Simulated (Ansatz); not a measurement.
**Diamond-structure Si**

Computed with r²SCAN (PAW; Ansatz, an electronic-structure program).

Run with plane-wave cutoff 600 eV, 12×12×12 k mesh, finite displacements, force constants from a 4×4×4 q mesh, scalar-relativistic PAW data made under PBE.

Cell: relaxed at this level.

```json
{
  "electronic dielectric constant ε∞": "11.7",
  "zone-centre TO phonon frequency": "518 cm⁻¹",
  "zero_point_energy": "0.063 eV/atom"
}
```

Measured, for comparison: high-frequency dielectric constant 11.8 (300 K, no zero-point or thermal correction, our sources range from 11.7 to 12.1; as tabulated in Skelton et al. (2020), arXiv:2005.00277); zone-centre TO phonon frequency 525 cm⁻¹ (low temperature, zero-point motion not removed; as tabulated in Tanner et al. (2021), arXiv:2110.11888). Computed (rounded) less measured: high-frequency dielectric constant -0.8 % (inside the range of the sources held), zone-centre TO phonon frequency -1 %.

The result took about 13 core-minutes (a rough figure).
